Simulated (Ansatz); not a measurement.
CH4BCl, SMILES `CBCl`, relaxed with RKS PBE-D4/def2-SVP in the Gaussian-basis code of Ansatz from a rough embedded geometry. The force threshold is 0.03 eV/Å; the program also tests the step.

Total charge 0; spin multiplicity 1.

Start:

```xyz
7

C    -0.418   -0.487    0.257
B     0.604    0.534   -0.213
Cl    0.070    1.850   -1.361
H    -1.210   -0.024    0.777
H     0.050   -1.252    0.987
H    -0.844   -1.113   -0.600
H     1.748    0.491    0.152
```

(1) By how much does the energy fall, and how many steps does the optimiser take? (Best estimate.)

(2) Which bonds change most? (An estimate is asked.)

(3) Give the relaxed structure. (Best estimate.)

Results:

(1) The calculation gave: 22.30 kJ/mol, in 16 steps, 3 of them rejected.

(2) Ansatz gave: B2–Cl3 from 1.826 to 1.765 Å; C1–H4 from 1.054 to 1.106 Å; C1–H5 from 1.157 to 1.113 Å; C1–B2 from 1.520 to 1.558 Å.

(3) Computed: 
```xyz
7

C    -0.449   -0.500    0.271
B     0.591    0.514   -0.294
Cl    0.128    2.141   -0.797
H    -1.483   -0.117    0.362
H    -0.103   -0.871    1.261
H    -0.453   -1.405   -0.379
H     1.769    0.239   -0.424
```
